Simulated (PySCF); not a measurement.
Method: PySCF energies (xtb for GFN2) plus ideal-gas RRHO corrections (1 bar). The comparison is the NASA 1993 polynomial table, which mixes measured and estimated data. All species are closed-shell singlets. The harmonic model lacks anharmonicity and excited electronic states, which grow with temperature; levels with a mode under 35 cm⁻¹ are left out. The table's entry may be an old estimate for SiH2 (not checked at source).

Harmonic frequencies at GFN2-xTB (cm⁻¹): 946, 2044, 2077. Point group C2v; S°(298 K) = 206.9 J/mol/K at this level.

Work out Cp and S° of gaseous SiH2 at 500, 800, 1200, 1600, 2000 K from these, and set them beside the table.


```json
[
 {"T (K)": "500", "Cp GFN2-xTB": "39.5", "Cp table": "44.0", "S° GFN2-xTB": "226.1", "S° table": "227.8"},
 {"T (K)": "800", "Cp GFN2-xTB": "45.7", "Cp table": "54.3", "S° GFN2-xTB": "246.1", "S° table": "251.0"},
 {"T (K)": "1200", "Cp GFN2-xTB": "51.0", "Cp table": "57.3", "S° GFN2-xTB": "265.7", "S° table": "273.8"},
 {"T (K)": "1600", "Cp GFN2-xTB": "53.7", "Cp table": "58.0", "S° GFN2-xTB": "280.8", "S° table": "290.4"},
 {"T (K)": "2000", "Cp GFN2-xTB": "55.1", "Cp table": "58.2", "S° GFN2-xTB": "292.9", "S° table": "303.4"}
]
```
Units J/mol/K.
